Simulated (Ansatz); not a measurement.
For zinc-blende CdSe, r²SCAN (plane waves, PAW; Ansatz, a first-principles code) gives:

| Quantity | Result |
|---|---|
| lattice parameter a | 6.133 Å |
| bulk modulus | 51.6 GPa |
| cohesive energy | 2.56 eV/atom |
| band gap | 1.04 eV |

### Question
What does B3LYP (VWN-RPA form) (PAW; Ansatz) give for the same quantities?

### Answer

- lattice constant a: 6.238 Å (increases by 1.7 %)
- bulk modulus: 44.9 GPa (decreases by 13 %)
- cohesive energy: 2.04 eV/atom (drops by 0.52 eV/atom)
- band gap: 1.52 eV (grows by 0.48 eV)

For comparison: lattice constant a 6.077 Å (measured, room temperature, no zero-point or thermal correction, our sources range from 6.052 to 6.084; as tabulated in arXiv:1206.3780); cohesive energy 2.46 eV/atom (measured, temperature not stated, no zero-point or thermal correction; as tabulated in Verma et al. (2010), arXiv:1001.1248); band gap 1.77 eV (measured, low temperature, zero-point motion not removed, our sources range from 1.75 to 1.90; as tabulated in arXiv:1206.3780).

Changes are worked out from the printed values.

Unless a cell is named, each level is at its own relaxed cell (r²SCAN 28.84, B3LYP (VWN-RPA form) 30.34 Å³/atom).

Spin–orbit coupling is included only where a level's name says +SOC; with heavier elements it mostly lowers gaps and can invert bands. Density-functional gaps are differences of (generalised) Kohn–Sham levels.

Ansatz's density-functional and Hartree–Fock values are scalar-relativistic unless marked +SOC, with PAW data made under PBE.
